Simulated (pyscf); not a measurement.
Single points on ωB97X-D3(BJ)/def2-SVP structures (PySCF, gas phase).

### Question
Estimate by transition-state theory the rate constant of `[SiH3][O][PH2]` + `[OH2]` -> `[OH][SiH2][O][PH2]` + `[H][H]` (singlet surface; H–Si, H–O broken, O–Si, H–H formed) at 900 K, with ωB97M-D3(BJ)/def2-TZVP energies (ideal gas, 1 atm, RRHO with modes under 100 cm⁻¹ raised to 100, one conformer, R ln 2 for rigid chiral ones; no tunnelling).

### Answer
The electronic barrier is 33.2 kcal/mol and the thermal terms add +31.6, so ΔG‡ = 64.7 kcal/mol. With k_BT/h = 1.88e+13 s⁻¹ and RT = 1.788 kcal/mol, and a volume of 1.23e-19 cm³ per molecule at 1 atm, k = 4.4e-22 cm³ molecule⁻¹ s⁻¹. Wigner's tunnelling factor for 1370i cm⁻¹ would be 1.20. A shift of 1 kcal/mol in the barrier changes k by a factor 1.7. On the reactant side the descent ends in a complex (not fully relaxed), 4.5 kcal/mol under the separated species and 38.3 kcal/mol under the saddle at ωB97X-D3(BJ)/def2-TZVP. H₃Si–O–PH₂ lies 5.7 kcal/mol over its isomer HO–SiH₂–PH₂, and others may lie lower still (electronic energy, ωB97M-D3(BJ)). One saddle was located; it need not be the lowest between these sides.
